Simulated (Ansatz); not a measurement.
# UPBE/def2-TZVPPD run of N2H (dinitrogen monohydride)

Aim: the energy change on altering one bond length of N2H (dinitrogen monohydride) at UPBE/def2-TZVPPD, from 2 runs. 

Program for the calculation: Ansatz 0.2.0.

29 further runs of the same task are left out: 29 set aside as unsound or not needed.

### Step 1. The system as given

N2H has 3 atoms, charge 0, and is taken as a doublet. SMILES: `[N]=N`. The shape is that of a PBE0-D4/def2-TZVP optimisation.

Bond lengths: N1–N2 1.165 Å, N2–H3 1.057 Å. Angles: N1–N2–H3 117.5°.

### Step 2. The energy at UPBE/def2-TZVPPD

File input.yaml:

```yaml
crystal:
  periodic: [false, false, false]
  atoms:
    - {symbol: N, position_ang: [0.710530, -0.606720, 0.326180]}
    - {symbol: "N", position_ang: [-0.268660, -0.217710, -0.170100]}
    - {symbol: H, position_ang: [-0.441870, 0.824430, -0.156080]}
basis:
  gaussian:
    orbitals: def2-TZVPPD.json
magnetization:
  spin_polarized: true
  initial_magnetization: 1
accuracy: high
hamiltonian:
  xc: {name: PBE}
output: {orbitals: {seedname: orbitals}}
```

The basis set def2-TZVPPD is read from a file made from the Basis Set Exchange's data (not shown).

Run with:

```console
$ ansatz run input.yaml --threads 1 --pin off --max-ram 3480MiB --events-out events.jsonl --progress --plain --runs-dir runs
```

Output:

```text
Warning: RAYON_NUM_THREADS=1 ignored (pool sized by the plan → 1); use --threads N
Functional definition: PBE
  name "PBE"
  parameter kappa = 0.804
  parameter beta = 0.06672455060314922
  exchange = pbe_x(kappa = kappa, mu = beta*pi^2/3)
  correlation = pbe_c(beta = beta)
1397 factors; integrals over basis functions are off by at most 3.2e-9 eV
mean field evaluation 1: about -2989.0671 eV, gradient 2.7e1 eV
mean field evaluation 2: about -2986.0407 eV, gradient 3.7e1 eV
mean field evaluation 4: about -2992.0259 eV, gradient 5.0e0 eV
mean field evaluation 8: about -2992.1158 eV, gradient 3.1e-2 eV
mean field evaluation 16: about -2992.1158 eV, gradient 4.7e-6 eV
mean field -2992.11576499 eV, -109.9582262346 hartree, gradient 4.1e-8 eV, S^2 0.753139; 0 other end points of the search recorded, 0 dependent functions left out
reference -2992.11576803 eV, -109.9582263463 hartree; 8, 7 occupied and 83, 84 virtual orbitals, 1397 factors
Total energy: -2992.11576803 eV, -109.9582263463 hartree
```

It took 3.3 s on 1 thread of Arm Neoverse V1, shared host; peak memory 0.19 GiB.

### Step 3. The distorted shape at the same level

File job.yaml:

```yaml
crystal:
  periodic: [false, false, false]
  atoms:
    - {symbol: N, position_ang: [1.885596, -1.073547, 0.921735]}
    - {symbol: "N", position_ang: [-0.268660, -0.217710, -0.170100]}
    - {symbol: H, position_ang: [-0.441870, 0.824430, -0.156080]}
basis:
  gaussian:
    orbitals: def2-TZVPPD.json
accuracy: high
output: {orbitals: {seedname: orbitals}}
hamiltonian:
  xc: {name: PBE}
magnetization:
  spin_polarized: true
  initial_magnetization: 1
```

The basis set def2-TZVPPD is read from a file made from the Basis Set Exchange's data (not shown).

Run with:

```console
$ ansatz run job.yaml --threads 1 --pin off --max-ram 3480MiB --events-out events.jsonl --progress --plain --runs-dir runs
```

Output (excerpt; [...] marks lines left out):

```text
Warning: RAYON_NUM_THREADS=1 ignored (pool sized by the plan → 1); use --threads N
[... 6 set-up lines as earlier in the session ...]
1327 factors; integrals over basis functions are off by at most 3.4e-9 eV
mean field evaluation 1: about -2947.1093 eV, gradient 7.6e1 eV
mean field evaluation 2: about -2640.1208 eV, gradient 1.7e2 eV
mean field evaluation 4: about -2974.2720 eV, gradient 3.9e1 eV
mean field evaluation 8: about -2982.2058 eV, gradient 2.0e1 eV
mean field evaluation 16: about -2985.4306 eV, gradient 1.0e-4 eV
mean field evaluation 32: about -2985.4306 eV, gradient 1.1e-2 eV
mean field evaluation 64: about -2984.4479 eV, gradient 2.5e-4 eV
mean field -2985.43056466 eV, -109.7125496536 hartree, gradient 2.7e-8 eV, S^2 2.552501; 2 other end points of the search recorded, 0 dependent functions left out
reference -2985.43056789 eV, -109.7125497724 hartree; 8, 7 occupied and 83, 84 virtual orbitals, 1327 factors
Total energy: -2985.43056789 eV, -109.7125497724 hartree
```

Wall time 11 s (1 thread of Arm Neoverse V1, shared host); peak memory 0.2 GiB.

### Step 4. Results

At UPBE/def2-TZVPPD:

| quantity | value |
| --- | --- |
| first shape: total energy | -109.95823 Eh |
| first shape: HOMO energy (highest over α and β) | -4.71 eV |
| first shape: LUMO energy (lowest over α and β) | -2.99 eV |
| first shape: ⟨S²⟩ | 0.753 |
| distorted shape: total energy | -109.71255 Eh |
| distorted shape: HOMO energy (highest over α and β) | -7.69 eV |
| distorted shape: LUMO energy (lowest over α and β) | -4.37 eV |
| distorted shape: ⟨S²⟩ | 2.553 |
| energy change with the N1–N2 bond stretched from 1.165 to 2.562 Å | 6.685 eV |

What this shows: With the N1–N2 bond stretched from 1.165 to 2.562 Å the energy rises by 6.69 eV (154 kcal/mol). The first shape isn't relaxed at this level, so the change isn't measured from a minimum. ⟨S²⟩ (distorted shape) is 2.55 where a pure doublet has 0.75: the reference is spin-contaminated.
